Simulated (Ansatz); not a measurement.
Two shapes of doublet CH₃O.

Shape 1:

```xyz
5

C     0.1566   -0.4655    0.3003
O    -0.2132    0.6076   -0.4950
H     1.0081   -0.1091    1.0297
H    -0.5752   -0.8939    1.0130
H     0.5312   -1.4029   -0.2309
```

Shape 2:

```xyz
5

C     0.2380   -0.4639    0.2511
O    -0.2853    0.6158   -0.4201
H     1.2481   -0.3026    0.7205
H    -0.3352   -0.9892    1.0003
H     0.2265   -1.2609   -0.5117
```

Basis set: def2-SVP (spherical functions). Frozen core: 2 orbitals. Charge 0, multiplicity 2.

Computed with Ansatz (development build ahead of 0.2.0); each method stands on the lowest determinant of its kind that the runs found.

(1) Which shape is lower in energy, and by how much in each method?

Answers

(1)

```
             method  E(2) − E(1) (eV)
                UHF            -0.064
            UHF-MP2            -0.037
PBE0 (unrestricted)            -0.029
```

Shape 2 is lower.
